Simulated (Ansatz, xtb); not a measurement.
## A geometry optimisation of C3H4− with r2SCAN-D4/def2-SVPD

The starting geometry of this gas-phase doublet has its atoms placed at random.

```xyz
7

C     2.2097   -0.2852    0.0700
C     1.2614    1.4730   -0.0299
C    -0.3323    0.0591   -0.4861
H    -1.0294   -0.7950    0.5424
H     0.4678    0.9729   -0.4682
H    -1.6470    0.4753   -0.3607
H     0.2328    1.0312   -1.5101
```

Guess where an optimisation with r2SCAN-D4/def2-SVPD ends from this start.

It loosens into CH4 + C2, which stay close as a complex (formulas without charges). Contacts that open: C2–H5 (1.04 → 2.59 Å). Contacts that close: C1–C2 (2.00 → 1.27 Å), C3–H4 (1.51 → 1.10 Å), C3–H6 (1.38 → 1.10 Å), C3–H7 (1.52 → 1.10 Å).

The energy falls by 12.97 eV over 17 steps:

```csv
step,E − E(last) (eV)
1,12.967
3,4.296
5,1.186
6,0.794
8,0.363
10,0.055
12,0.005
13,0.003
15,0.000
17,0.000
```

Final geometry (Å):

```yaml
atoms:
  - { symbol: C, position_ang: [2.7745, 0.4332, 0.2362] }
  - { symbol: C, position_ang: [2.3727, 1.5682, 0.6372] }
  - { symbol: C, position_ang: [-0.7957, 0.1866, -0.6226] }
  - { symbol: H, position_ang: [-1.1136, -0.7445, -0.1321] }
  - { symbol: H, position_ang: [0.2230, 0.4513, -0.2913] }
  - { symbol: H, position_ang: [-1.4939, 0.9933, -0.3574] }
  - { symbol: H, position_ang: [-0.8041, 0.0431, -1.7125] }
```

From the same start GFN2-xTB ends elsewhere, in pieces: C2H + CH3.

From so rough a start the end depends on the optimiser's path, so another program may land elsewhere. The end wasn't checked by frequencies. Open shells are spin-unrestricted. Run with Ansatz 0.2.0, 57 s on 2 threads of Arm Neoverse V2, on a shared host.
